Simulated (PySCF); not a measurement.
Geometry:
```
atom   x (Å)   y (Å)   z (Å)
  C1   2.437  -0.537   0.482
  C2   1.315  -0.360   0.061
  C3  -0.046  -0.133  -0.418
  C4  -1.077  -0.961   0.350
  C5  -0.367   1.359  -0.356
  F6  -1.613   1.585  -0.882
  H7   3.434  -0.699   0.848
  H8  -0.084  -0.422  -1.484
  H9  -0.882  -2.036   0.235
 H10  -1.046  -0.719   1.423
 H11  -2.085  -0.740  -0.030
 H12  -0.353   1.708   0.691
 H13   0.375   1.937  -0.931
```

Geometry: PBE0-D3(BJ)/def2-SVP; GIAO absolute shieldings from PySCF, gas phase, non-relativistic, averaged over equivalent atoms.

At PBE0/def2-SVP (119 basis functions, 9.9 s wall time on 1 thread of an Arm Neoverse V1, shared host):
```json
{"atoms": "C5", "σ (ppm)": "112.0"}
{"atoms": "C2", "σ (ppm)": "114.3"}
{"atoms": "C1", "σ (ppm)": "123.0"}
{"atoms": "C3", "σ (ppm)": "167.3"}
{"atoms": "C4", "σ (ppm)": "176.4"}
{"atoms": "F6", "σ (ppm)": "425.5"}
{"atoms": "H13", "σ (ppm)": "27.09"}
{"atoms": "H12", "σ (ppm)": "27.57"}
{"atoms": "H8", "σ (ppm)": "28.82"}
{"atoms": "H7", "σ (ppm)": "29.75"}
{"atoms": "H9/H10/H11", "σ (ppm)": "30.24"}
```

Q: Predict the values at LC-wPBE/pcSseg-1 on the same geometry.

A: 
```csv
atoms,σ at LC-wPBE/pcSseg-1,change
C5,102.3,-9.7
C2,98.2,-16.1
C1,105.9,-17.1
C3,161.9,-5.4
C4,170.8,-5.6
F6,426.2,+0.7
H13,26.84,-0.25
H12,27.32,-0.25
H8,28.90,+0.08
H7,29.31,-0.44
H9/H10/H11,30.08,-0.16
```

The largest change is at C1 (terminal alkyne carbon). Cost: 137 basis functions, 21 s wall time on 1 thread of an Arm Neoverse V1, shared host. The order of the carbon signals changes between the two levels.
